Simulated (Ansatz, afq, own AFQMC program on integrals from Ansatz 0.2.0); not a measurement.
AFQMC on a folder of integrals that Ansatz 0.2.0 wrote.

```yaml
crystal:
  periodic: [false, false, false]
  atoms:
    - {symbol: N, position_ang: [0.000000, 0.000000, 0.000000]}
    - {symbol: N, position_ang: [0.000000, 0.000000, 1.266308]}
basis:
  gaussian: {orbitals: cc-pVTZ}
magnetization: {spin_polarized: false}
correlation: {method: ccsd_t, electrons: outside_noble_gas, hamiltonian_folder: ham}
```

```sh
$ ansatz run in.yaml --threads 1 --pin off --events-out ev --progress --plain --max-ram 16896MiB --backend cuda --devices 0, --max-vram 18GiB
```

afq runs on the folder ham with

```
--method phaseless --trial cisd --walkers 4000 --populations 20 --least-time 60 --time-step 0.005 --steps-per-block 50 --equilibration-blocks 28 --max-blocks 4000 --target-error 0.00019 --factor-cut 1e-05 --seed 6306 --release-times 0.24,0.5,1,1.5 --release-step 0.02 --release-every 3 --taylor-order 6
```

Times are imaginary, in 1/Eh. The walk had a cap of 192 s. With eight or more populations the least sampling time is a fifth of least-time, and the error comes from their spread.

Output of the walk:

```
orbitals 58  electrons 5 5  factors 363 of 363
reference energy -108.89428600 Eh
CCSD correlation -0.40673140 Eh in 11 cycles, weight of the determinant in the CISD state 0.8599
energy of the start -109.301036 Eh
 block  time / (1/Eh)  mean weight  energy / Eh
     1     0.250  0.9996  -109.300132
     2     0.500  1.0001  -109.307963
     3     0.750  0.9997  -109.314646
     4     1.000  1.0001  -109.319222
     5     1.250  1.0000  -109.322373
     7     1.750  1.0003  -109.325301
     9     2.250  1.0001  -109.329711
    15     3.750  0.9999  -109.326590
    29     7.250  1.0002  -109.327827
    43    10.750  1.0000  -109.325479
    57    14.250  0.9999  -109.330931
    71    17.750  0.9998  -109.327088
    85    21.250  0.9998  -109.322874
    99    24.750  0.9999  -109.326762
   113    28.250  1.0001  -109.328503
   127    31.750  1.0004  -109.328252
   141    35.250  0.9998  -109.324372
   155    38.750  1.0001  -109.329511
   169    42.250  1.0006  -109.328190
   183    45.750  1.0003  -109.324344
   197    49.250  1.0000  -109.324082
   211    52.750  0.9998  -109.328606
   225    56.250  0.9998  -109.324165
   239    59.750  1.0004  -109.336409
   253    63.250  1.0008  -109.327961
   267    66.750  0.9999  -109.328420
   281    70.250  0.9999  -109.329621
   295    73.750  0.9999  -109.325486
   302    75.500  1.0002  -109.327077
error from the spread of 20 populations
released: time / (1/Eh)  energy / Eh  error  mean overlap
  0.24  -109.328559  0.000183  0.9982
  0.50  -109.328871  0.000128  0.9963
  1.00  -109.329345  0.000161  0.9920
  1.50  -109.329642  0.000190  0.9871
energy -109.327950 +/- 0.000175 Eh
(rows thinned)
```

The run passed its tests (sampling time, drift between the halves within three errors, error under three times the target), which doesn't prove that it has relaxed. The second half of the sampling lies below the first by 2.0 errors of their difference, so the energy may still be moving and its error bar be too small.

Against this walk (error 4.8 meV) on the same determinant: CCSD(T) 25.9 meV higher, CCSDT(Q) 53.9 meV lower. The error is statistical and leaves out the bias of the constraint. None of these is a sure reference here. The released energies are still falling (meV from the phaseless value at times in 1/Eh: -17 ± 5 at 0.24, -25 ± 3 at 0.50, -38 ± 4 at 1.00, -46 ± 5 at 1.50), so they give no level; they do show a bias of the constraint, and the last of them that isn't too noisy lies 8 meV above CCSDT(Q).

Cautions: constraint bias not in the error; restricted determinant unstable towards unrestricted (UHF 646 meV lower, ⟨S²⟩ 0.87); (T) is large, 6 % of the CCSD correlation; (Q) is large, 111 meV, so the cluster series hasn't closed; CCSD(T) is in doubt: in a space of 8 electrons in 8 natural orbitals full CI lies 108 meV below it.

The walk took 98 s on 2 threads of a server CPU with a shared H100 80 GB, shared host (the card was shared). The log's last line is the phaseless energy.

CCSDT and higher add their correlation energy to the determinant of the CCSD(T) run, since their own runs factorise the integrals more tightly (a shift of under 2 meV). A walk keeps the symmetry of its determinant, which the program's search chose and which needn't be the lowest solution, so a lower state of the same spin and another symmetry isn't excluded.
